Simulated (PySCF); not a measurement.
Computed with PySCF with PBE-D3(BJ)/def2-TZVP // B3LYP-D3(BJ)/def2-TZVP. All species are isolated molecules in the gas phase. One relaxed conformer stands for a flexible species; it need not be the lowest. Excitations are Tamm–Dancoff values on a coarser integration grid. The basis has no diffuse functions, so Rydberg states are missing or too high.

Reference species (SMILES): `CC=C` (neutral, multiplicity 1).

S1–T1 gap (TDA): 2.61 eV
HOMO: -6.24 eV
T1 excitation (TDA): 4.54 eV

Changed species: `C=CCC#C` (X = ethynyl; the reference has X = H).

Predict the effect on the S1–T1 gap (TDA), HOMO and T1 excitation (TDA).

the S1–T1 gap (TDA) falls by 1.56 eV, to 1.05 eV; the HOMO falls by 0.21 eV, to -6.45 eV; the T1 excitation (TDA) is nearly the same.
